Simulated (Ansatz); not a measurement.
**SiNHO (singlet): from Hartree-Fock to the top rungs at a displaced geometry (v1), cc-pVDZ**

An exercise on one series of results from a longer session: the logs are not shown, and one member is left open.

Computed with Ansatz 0.2.0, Gaussian basis. Level: cc-pVDZ, core rule «outside noble gas», up to 7 orbitals frozen.

To be run: UHF; CCSD(T) on RHF; BCCD(T) on RHF; CISD; CCSDT(Q) on RHF.

20 further runs of the same task are left out: 7 that didn't finish, 13 set aside as unsound or not needed. Runs told in other sessions of the task aren't counted.

## What is computed

The geometry is a PBE0/def2-TZVP stationary point (not a proven minimum) with its atoms shifted at random (size 0.040 Å).

4 atoms, charge 0, spin multiplicity 1.

Atoms are counted from 1 here; the program's logs count them from 0.

Bond lengths: N1–Si2 1.567 Å, N1–H4 0.975 Å, Si2–O3 1.550 Å. Angles: Si2–N1–H4 133.4°, N1–Si2–O3 171.0°.

The first run:

Contents of in.yaml:

```yaml
crystal:
  periodic: [false, false, false]
  atoms:
    - {symbol: N, position_ang: [0.002349, -0.241561, 0.976071]}
    - {symbol: Si, position_ang: [0.001546, -0.045096, -0.578442]}
    - {symbol: O, position_ang: [0.049467, -0.089093, -2.126657]}
    - {symbol: H, position_ang: [-0.053361, 0.375750, 1.729029]}
basis:
  gaussian: {orbitals: cc-pVDZ}
magnetization: {spin_polarized: true, initial_magnetization: 0}
hamiltonian: {xc: hf}
output: {orbitals: {seedname: orbitals}}
```

Command:

```bash
> ansatz run in.yaml --threads 1 --pin off --events-out ev --progress --plain --max-ram 2393MiB
```

Among the steps run: UHF; CCSD(T) on RHF; BCCD(T) on RHF; CISD; CCSDT(Q) on RHF.

One table of the session follows, with a row left open; its other results are not shown here.

It belongs to the step «Misses and costs». 

| method | from RCCSDT(Q) (kcal/mol) |
| --- | --- |
| RHF | +300.26 |
| RMP2 | +15.93 |
| CISD | ? |
| RCCSD | +14.26 |
| RCCSD(T) | +2.42 |
| BCCD(T) | +2.18 |
| RCCSDT | +1.85 |
| RCCSDT(Q) | 0 |

**Question.** Estimate the row for CISD.

As computed: from RCCSDT(Q) (kcal/mol): +46.23. In the column «from RCCSDT(Q) (kcal/mol)» it lies between RMP2 (+15.93) and RHF (+300.26).
